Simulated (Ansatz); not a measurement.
Basis-set extrapolation for BH₆NSi (`B[SiH2]N`) (PBE0-D4/def2-TZVP geometry, frozen core, Ansatz 0.2.0). Multiplicity 1, RHF reference.

```csv
,def2-TZVPP,def2-QZVPP
HF,-371.592854,-371.606324
MP2 correlation,-0.442659,-0.474074
CCSD(T) correlation,-0.503407,not run
```

Energies in hartree. Use E(X) = E(∞) + A·exp(−7.88·√X) for Hartree–Fock and E(X) = E(∞) + B·X^(−2.97) for correlation, with X = 3 and 4, and add CCSD(T) minus MP2 of the smaller set to the MP2 limit.

Task: What is the CCSD(T) energy at the basis-set limit?

Result: HF limit: -371.606324 + (-0.013470) × 0.13774 = -371.60818. MP2 limit: -0.474074 + (-0.031415) × 0.74074 = -0.49734. Higher-order term: -0.503407 − (-0.442659) = -0.06075. Total: -372.16627 hartree, 1.91 eV below CCSD(T)/def2-TZVPP.
